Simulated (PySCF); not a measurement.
# Worked example: B–NH2⁺, doublet against B–NH2, triplet

Geometry (PBE0/def2-TZVP stationary point of a triplet), kept for both states (B–NH2, triplet: B2; B–NH2⁺, doublet: A1):

```csv
atom,x (Å),y (Å),z (Å)
B,0.0000,0.0000,0.8588
N,0.0000,0.0000,-0.5086
H,0.0000,-0.8409,-1.0720
H,0.0000,0.8409,-1.0720
```

Basis 6-31G; PySCF 2.14.0. Only valence electrons are correlated (noble-gas cores frozen). R marks a restricted (for open shells ROHF) determinant, U an unrestricted one.

Full CI isn't at hand for all of this; RCCSDT serves as the reference. It lacks quadruple excitations, which often exceed the step from CCSD(T) to CCSDT. The frozen core follows each run's orbitals, which can shift R against U totals by a few meV.

```
   level  E(B–NH2, triplet) (hartree)  E(B–NH2⁺, doublet) (hartree)
     UHF                   -80.173442                    -79.933047
    UMP2                   -80.306415                    -80.068217
UCCSD(T)                   -80.324856                    -80.087230
     PBE                   -80.535697                    -80.283490
  r2SCAN                   -80.602717                    -80.345891
  RCCSDT                   -80.325325                    -80.087872
```

Question: Give the vertical gap, B–NH2⁺ doublet less B–NH2 triplet, at each level in eV (1 hartree = 27.2114 eV), and each error against RCCSDT.

Answer: RCCSDT: (-80.087872 − (-80.325325)) × 27.2114 = 6.461 eV (the reference)
r2SCAN: (-80.345891 − (-80.602717)) × 27.2114 = 6.989 eV, error 0.528 eV
PBE: (-80.283490 − (-80.535697)) × 27.2114 = 6.863 eV, error 0.402 eV
UCCSD(T): (-80.087230 − (-80.324856)) × 27.2114 = 6.466 eV, error 0.005 eV
UMP2: (-80.068217 − (-80.306415)) × 27.2114 = 6.482 eV, error 0.021 eV
UHF: (-79.933047 − (-80.173442)) × 27.2114 = 6.541 eV, error 0.080 eV

Total energies of functionals can't be set beside those of wave-function methods, since they hold the core's correlation and their own absolute errors; only the differences compare.

The set has no polarisation functions, so the order and spacing of states can differ from the basis-set limit.

In so small a basis the reference is far from its limit while semilocal and hybrid functionals are nearer theirs, so the functionals' errors here hold much of the reference's basis and frozen-core error, which can add to them or hide them.

Each level lands on the state that its own search finds. T1 diagnostics of restricted CCSD: 0.028 and 0.029.
